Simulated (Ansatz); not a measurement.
in.yaml

```yaml
crystal:
  periodic: [false, false, false]
  atoms:
    - {symbol: Al, position_ang: [0.000000, 0.000000, 0.891888]}
    - {symbol: O, position_ang: [0.000000, 0.000000, -3.352112]}
    - {symbol: H, position_ang: [0.000000, 0.000000, 2.460223]}
basis:
  gaussian: {orbitals: def2-TZVP}
magnetization: {spin_polarized: false}
correlation: {method: ccsd_t, electrons: outside_noble_gas}
```

```sh
$ ansatz run in.yaml --threads 1 --pin off --events-out ev --progress --plain --max-ram 2393MiB
```

Output:

```
476 factors; integrals over basis functions are off by at most 1.4e-3 eV
mean field evaluation 1: about -8600.2927 eV, gradient 7.1e1 eV
mean field evaluation 2: about -8600.2927 eV, gradient 7.1e1 eV
mean field evaluation 4: about -8601.9428 eV, gradient 6.7e1 eV
mean field evaluation 8: about -8629.4959 eV, gradient 1.3e1 eV
mean field evaluation 16: about -8629.9870 eV, gradient 2.6e-6 eV
mean field evaluation 32: about -8629.8760 eV, gradient 2.5e0 eV
mean field evaluation 64: about -8629.9475 eV, gradient 7.8e-1 eV
mean field evaluation 96: about -8623.4588 eV, gradient 8.7e-1 eV
mean field evaluation 128: about -8629.9893 eV, gradient 1.5e-1 eV
mean field evaluation 160: about -8629.9046 eV, gradient 1.8e-1 eV
mean field evaluation 192: about -8623.5896 eV, gradient 6.0e-1 eV
mean field evaluation 224: about -8623.4358 eV, gradient 1.5e0 eV
mean field evaluation 256: about -8615.9487 eV, gradient 2.2e-3 eV
mean field evaluation 288: about -8617.4763 eV, gradient 2.6e-3 eV
mean field evaluation 320: about -8613.1253 eV, gradient 3.0e0 eV
mean field evaluation 352: about -8612.8898 eV, gradient 1.5e0 eV
mean field evaluation 384: about -8610.9455 eV, gradient 8.4e-4 eV
mean field evaluation 416: about -8609.8477 eV, gradient 2.3e0 eV
mean field evaluation 448: about -8609.8441 eV, gradient 2.1e-1 eV
mean field evaluation 480: about -8609.8675 eV, gradient 1.1e-2 eV
mean field -8629.98701588 eV, -317.1461732184 hartree, gradient 3.5e-6 eV, S^2 0.000000; 7 other end points of the search recorded, 0 dependent functions left out; unrestricted orbitals would lower it
mean field evaluation 512: about -8630.0171 eV, gradient 3.4e0 eV
determinant -8629.98701588 eV, -317.1461732184 hartree, with singles and doubles -8637.46728216 eV, -317.4210679340 hartree
determinant -8629.90493892 eV, -317.1431569458 hartree, with singles and doubles -8637.47569016 eV, -317.4213769221 hartree
determinant -8629.98701588 eV, -317.1461732184 hartree, with singles and doubles -8637.49750632 eV, -317.4221786513 hartree
determinant -8629.90493892 eV, -317.1431569458 hartree, with singles and doubles -8637.43232574 eV, -317.4197833090 hartree
mean field evaluation 544: about -8629.9870 eV, gradient 6.7e-7 eV
unrestricted determinant -8632.44812847 eV, -317.2366174376 hartree, S^2 1.2077
6 core orbitals not correlated: weight in the atoms' cores, before any rotation towards them, 1.000 or more for the frozen orbitals, at most 0.000 for the correlated occupied ones
reference -8629.98701588 eV, -317.1461732184 hartree; 5, 5 occupied and 63, 63 virtual orbitals, 476 factors
second order -6.04229107 eV of doubles, -0.00000000 eV of singles
cycle   1  -7.51048889 eV  change    1.6e-6 eV  update   4.9e-6
cycle   2  -7.51048786 eV  change    1.0e-6 eV  update   4.2e-6
cycle   3  -7.51048207 eV  change    5.8e-6 eV  update   3.4e-6
cycle   4  -7.51047875 eV  change    3.3e-6 eV  update   1.9e-6
cycle   5  -7.51047535 eV  change    3.4e-6 eV  update   1.6e-6
perturbative correction -0.30135097 eV, -0.0110744439 hartree
Total energy: -8637.79884221 eV, -317.4332525407 hartree
```

Ran on 1 thread of Arm Neoverse V1, shared host: 6.5 s wall, 0.17 GiB peak host memory.
